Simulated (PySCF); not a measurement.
An unknown is described by computed data only.

Elements present: C, H and N. Monoisotopic mass: 86.0964 u (electron mass counted); charge +1.

* 13C NMR: chemical shifts (computed TMS as zero) by class: 63.2 (1 C), 36.6 (1 C), 12.1 (1 C), 7.2 (2 C) ppm [GIAO PBE0/pcSseg-1]
* NMR, other nuclei: isotropic shieldings of nuclei other than C and H, by class: 194 (1 N) ppm [GIAO PBE0/pcSseg-1]
* Rotational structure: rotational constants A, B, C: 10.114, 1.707, 1.620 GHz [GFN2-xTB]
* UV, first state: lowest singlet excitation: 7.70 eV (161 nm, f = 0.024) [TDDFT CAM-B3LYP/def2-SVPD]
* 1H NMR: chemical shifts (computed TMS as zero) by class: 4.58 (2 H), 3.31 (3 H), 3.17 (2 H), 1.34 (2 H), 1.15 (1 H), 0.61 (2 H) ppm [GIAO PBE0/pcSseg-1]
* Triplet: lowest triplet excitation (Tamm–Dancoff): 7.57 eV [TDA CAM-B3LYP/def2-SVPD]

Electronic properties: PySCF, gas phase, density fitting. Levels stand in brackets. Isolated species at its GFN2-xTB geometry (one conformer only). NMR classes are plain means over equivalent atoms (diastereotopic ones count apart unless rotation or inversion swaps them), as if these changed places fast.

Question: Which formula fits the mass and the elements?

Answer: C5H12N (calculated 86.0964). No other formula that holds each of these elements comes within 0.0003 u with a fitting electron parity and a possible valence count.

Question: Give a SMILES that accounts for the data.

Answer: Numbering: `[CH3:1][NH2+:2][CH2:3][CH:4]1[CH2:5][CH2:6]1`. 5 carbons fall into 4 classes; from least to most shielded: chain sp3 carbon bound to nitrogen [C3] (63.2 ppm), N-methyl carbon [C1] (36.6 ppm), three-membered-ring carbon [C4] (12.1 ppm), three-membered-ring carbon [C5/C6] (7.2 ppm, 2 C, up to 3.8 ppm apart in this geometry). Hydrogen classes from least to most shielded: 2 H on an ammonium nitrogen, N2 (4.58 ppm), 3 H on an N-methyl carbon, C1 (3.31 ppm), 2 H on an sp3 carbon bound to nitrogen, C3 (3.17 ppm, a mean of values up to 1.8 ppm apart in this geometry), 2 H on 2 three-membered-ring carbons, C5/C6 (1.34 ppm), 1 H on a three-membered-ring carbon, C4 (1.15 ppm), 2 H on 2 three-membered-ring carbons, C5/C6 (0.61 ppm, a mean of values up to 0.7 ppm apart in this geometry). The other shieldings belong to: 194 ppm, ammonium nitrogen [N2]. The optimised geometry has point group C1 and is an asymmetric top. Structure: `C[NH2+]CC1CC1`. Computed isomers that give other values at the same levels: `C=C[N+](C)(C)C` (lowest singlet excitation: 8.06 eV (154 nm, f = 0.407)); `C[NH+]1CCCC1` (lowest singlet excitation: 8.85 eV (140 nm, f = 0.001)); `C=CC[NH+](C)C` (13C chemical shifts (computed TMS as zero) by class: 133.8 (1 C), 123.8 (1 C), 62.9 (1 C), 45.0 (2 C) ppm). The assignments are read from this structure; whether some other isomer fits the data as well wasn't checked.

The values belong to the conformer `[CH3:1][NH2+:2][CH2:3][CH:4]1[CH2:5][CH2:6]1`: C1–N2–C3–C4 -176°, N2–C3–C4–C5 74°.
